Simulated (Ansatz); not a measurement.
**Relative stability**

Two relaxed structures of CH$_{6}$NSi (charge -1), closed shell (PBE0-D4/def2-TZVPD; forces vanish, vibrations not checked).

A:

C1  (-1.076, 0.581, -0.850)
Si2  (0.406, 0.573, 0.413)
N3  (0.084, -1.050, 1.181)
H4  (-1.187, -0.373, -1.386)
H5  (-0.928, 1.371, -1.598)
H6  (-2.021, 0.786, -0.334)
H7  (1.474, 0.193, -0.663)
H8  (0.247, -1.868, 0.602)
H9  (0.584, -1.181, 2.049)
(Å)

B:

C1  (-0.740, 0.402, -1.214)
Si2  (0.600, 0.085, 0.093)
N3  (0.344, -1.375, 0.825)
H4  (-1.729, 0.398, -0.746)
H5  (-0.594, 1.365, -1.716)
H6  (0.570, 1.380, 0.927)
H7  (1.902, 0.335, -0.692)
H8  (1.002, -1.653, 1.545)
H9  (-0.724, -0.391, -1.969)
(Å)

Program: Ansatz 0.2.0. Basis: def2-TZVPPD. Cores are frozen in the correlated methods. B3LYP uses VWN-RPA correlation.

Q: Which structure is lower at CCSD(T), and by how much? (Judge from chemistry; the value comes from the calculation.)

A: The calculation gives: B, by 25.0 kJ/mol (electronic energy, against the other). By their contacts, A is CH₆NSi ([CH3][SiH][NH2]), total charge -1 and B is CH₆NSi ([CH3][SiH2][NH]), total charge -1.

All methods give the same order:

```
   method  E(B) − E(A) (kJ/mol)
   PBE-D4                 -20.6
r2SCAN-D4                 -31.8
  PBE0-D4                 -19.8
 B3LYP-D4                 -25.6
  wB97M-V                 -22.3
       HF                 -24.1
      MP2                 -36.7
     CCSD                 -23.3
  CCSD(T)                 -25.0
```

The T1 diagnostic stays at or below 0.014.

Labels in which every atom is bracketed show which atoms are joined, not bond orders.

For scale, one of the runs: CCSD(T)/def2-TZVPPD, 224 basis functions, launched by `ansatz run in.yaml --threads 2 --pin off --events-out ev --progress --plain --max-ram 4352MiB`. Hardware: 2 CPU threads of an AMD EPYC 7R13, shared host. Wall time 94 s; peak host memory 3.5 GiB.
